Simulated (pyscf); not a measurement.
`[SiH3][SiH3]` + `[OH2]` → `[OH][SiH3]` + `[SiH4]` (four-centre exchange; singlet surface; Si–Si, H–O broken, O–Si, H–Si formed). Optimised with ωB97X-D3(BJ)/def2-SVP in PySCF. MP2 and CC: frozen core, UHF for open shells. ΔMP2 is the change of the MP2 total energy from the triple- to the quadruple-zeta basis. Rate constants from transition-state theory, CCSD(T)/def2-TZVPP + ΔMP2(QZVPP) energies (ideal gas, 1 atm, RRHO with modes under 100 cm⁻¹ raised to 100, one conformer, R ln 2 for chiral ones without a mode under 150 cm⁻¹; no tunnelling), k in cm³ molecule⁻¹ s⁻¹.

```
T (K)  1000/T  log10 k
-----  ------  -------
298     3.354   -43.67
600     1.667        ?
900     1.111   -22.55
1200    0.833   -19.75
```

Fit an Arrhenius line to the three values, give the activation energy, and predict k at 600 K.

Least squares gives log10 k = -11.95 − 9.46 × 1000/T, so Ea = 9.46 × ln 10 × 1.987 = 43.3 kcal/mol, against an electronic barrier of 42.5. At 600 K the line gives -27.72; the computed value is -27.93 (ΔG‡ = 60.2 kcal/mol), a factor 1.6 under the line, since the plot is curved. One saddle was located; it need not be the lowest between these sides. The CCSD(T) − MP2 part came from Ansatz, without density fitting, on the same reference.
